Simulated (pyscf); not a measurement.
H₃C–SiH₂–CH₃ + hydrogen (H₂) → H₃C–SiH₂–CH₃ + hydrogen (H₂) (four-centre exchange; singlet surface; H–Si, H–H broken, H–Si, H–H formed). Structures and frequencies: ωB97X-D3(BJ)/def2-SVP in PySCF. Energies in kcal/mol from the separated reactants.

```json
[
 {"level": "PBE/def2-TZVP", "barrier": "___", "reaction energy": "0.0"},
 {"level": "r²SCAN/def2-TZVP", "barrier": "62.7", "reaction energy": "0.0"},
 {"level": "B3LYP-D3(BJ)/def2-TZVP", "barrier": "___", "reaction energy": "0.0"},
 {"level": "M06-2X/def2-TZVP", "barrier": "69.6", "reaction energy": "0.0"},
 {"level": "ωB97M-D3(BJ)/def2-TZVP", "barrier": "66.5", "reaction energy": "0.0"},
 {"level": "HF/def2-TZVP", "barrier": "82.8", "reaction energy": "0.0"}
]
```

### Question
Fill in the missing entries.

### Answer

- PBE/def2-TZVP, barrier: 60.2
- B3LYP-D3(BJ)/def2-TZVP, barrier: 66.2

The functionals in the table span 9.4 kcal/mol in this barrier, from PBE to M06-2X. At the saddle there is also a short H–Si contact that neither side keeps. One saddle was located; it need not be the lowest between these sides.
